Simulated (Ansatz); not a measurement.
A nudged elastic band was laid between two geometries of BH3O + FH (7 atoms, charge 0, multiplicity 1).

Theory: RKS BHLYP/def2-SVP in Ansatz.

- movable images: 5
- climbing image: yes
- spring: 5.0 eV/Å²
- optimiser: quadratic models (default)
- start path: through a guess of the saddle point
- force threshold: 0.05 eV/Å
- iteration limit: 60
- end points: relaxed

Image 0:

```xyz
7
Properties=species:S:1:pos:R:3
B -0.168 -0.413 -0.032
O -0.462 0.161 1.153
H -1.067 -0.325 1.710
H 0.585 0.175 -0.749
H -0.660 -1.470 -0.319
F 0.724 2.497 1.430
H 0.262 1.698 1.455
```

Image 6:

```xyz
7
Properties=species:S:1:pos:R:3
B -0.044 0.312 -0.079
O -0.076 -0.007 1.615
H -0.969 0.128 1.940
H 1.122 0.112 -0.318
H -0.871 -0.481 -0.462
F -0.431 1.622 -0.107
H 0.481 0.636 2.060
```

Q: Which bonds break or form, and what moves?

A: Bonds broken: F6–H7. Bonds formed: B1–F6, O2–H7. BH3O + FH becomes BFH4O.

Q: Give the energies along the band, and the barrier.

A: It converged. The highest image is number 4 of 0 to 6, 71.5 kJ/mol above the first end and 99.2 kJ/mol above the last; the last end lies 27.7 kJ/mol below the first. A vibrational analysis at the climbing image gives one clearly imaginary mode, 1134i cm⁻¹: a first-order saddle point. The orbitals stay closed-shell, which can raise the energy where a bond breaks towards radicals; this wasn't checked here.

```
image  path coordinate (Å)  energy (kJ/mol)  F6–H7 (Å)  B1–F6 (Å)  O2–H7 (Å)
    0                 0.00              0.0       0.92       3.38       1.73
    1                 0.72              2.1       0.92       3.25       1.75
    2                 1.45              5.5       0.92       2.95       1.83
    3                 2.17             14.4       0.93       2.39       1.82
    4                 2.89             71.5       1.10       1.65       1.26
    5                 3.74            -24.9       2.14       1.37       0.96
    6                 4.59            -27.7       2.55       1.37       0.96
```

Q: What is the geometry of the highest image?

A: 
```xyz
7
Properties=species:S:1:pos:R:3:forces:R:3
B 0.029 0.089 0.128 0.01 -0.01 0.04
O -0.002 0.013 1.623 0.01 0.01 -0.01
H -0.823 -0.336 1.966 0.00 0.00 -0.01
H 1.104 -0.142 -0.339 0.00 0.00 -0.01
H -0.982 -0.264 -0.407 -0.01 -0.01 -0.01
F -0.053 1.719 0.341 0.00 0.02 0.00
H -0.059 1.242 1.337 0.00 -0.02 0.00
```

Q: What are the harmonic wavenumbers there?

A: 1134i, 520, 637, 783, 836, 860, 960, 1131, 1237, 1292, 1306, 2076, 2652, 2764, 4003 cm⁻¹.

The run took 100 s on 1 thread of Arm Neoverse V1 (shared host), peak memory 0.11 GiB.
